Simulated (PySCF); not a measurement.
## Beryllium: a sound run and one with changed settings

Sound run: Be [He] 2s2, Be+ [He] 2s1. All numbers are calculated (PySCF 2.14, the non-relativistic Hamiltonian (point nucleus), in 6-31G* (3s2p1d, 14 functions)). In the sound run the correlated levels freeze 1s2. The sound run starts from symmetry-adapted Hartree-Fock orbitals and uses a fine grid where one is needed.

A second run was set up differently.

```tsv
species	method	sound run (hartree)	changed run (hartree)	converged
Be	UHF	-14.56676	-14.56676	yes
Be	BP86	-14.65468	-14.65468	yes
Be	M06-L	-14.65765	-14.65765	yes
Be	MP2	-14.59277	-14.57988	yes
Be	CCSD(T)	-14.61305	-14.61305	yes
Be+	UHF	-14.27541	-14.27541	yes
Be+	BP86	-14.32179	-14.32179	yes
Be+	M06-L	-14.33255	-14.33255	yes
```

Ionisation energy of Be:

| method | sound run (eV) | changed run (eV) |
| --- | --- | --- |
| UHF | 7.928 | 7.928 |
| BP86 | 9.058 | 9.058 |
| M06-L | 8.846 | 8.846 |
| MP2 | 8.636 | 8.285 |
| SCS-MP2 | 8.777 | 8.357 |
| CCSD | 9.188 | 9.188 |
| CCSD(T) | 9.188 | 9.188 |
| CCSDT | 9.188 | 9.188 |
| FCI | 9.188 | 9.188 |

Question: What was changed?
A. minimal basis
B. angular grid far too coarse
C. level shift left on
D. a valence shell is frozen

Answer: C. It used initial guess atom, at most 50 SCF cycles, level shift 0.5 hartree. A level shift leaves the converged SCF energy unchanged but raises the virtual orbital energies, which shrinks MP2 if it is not removed.
